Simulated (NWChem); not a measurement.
HS anion

Program: NWChem. All runs use the structure optimised with B3LYP/def2-SVPD. The gas-phase anion has a positive highest level at the geometry level, so the gas reference is doubtful. Level: PBE/aug-cc-pVDZ with SMD (1 M gas to 1 M solution), gas-phase geometry. Reactions with the solvent are ignored.

For solvent water:

```
Quantity                                     Result
-------------------------------------------  ------
solvation free energy (kcal/mol)              -63.9
cavity-dispersion-structure term (kcal/mol)     0.2
```

Task: What are these values for solvent n-hexane?

Result: 
- solvation free energy (kcal/mol): -32.1
- cavity-dispersion-structure term (kcal/mol): -1.8
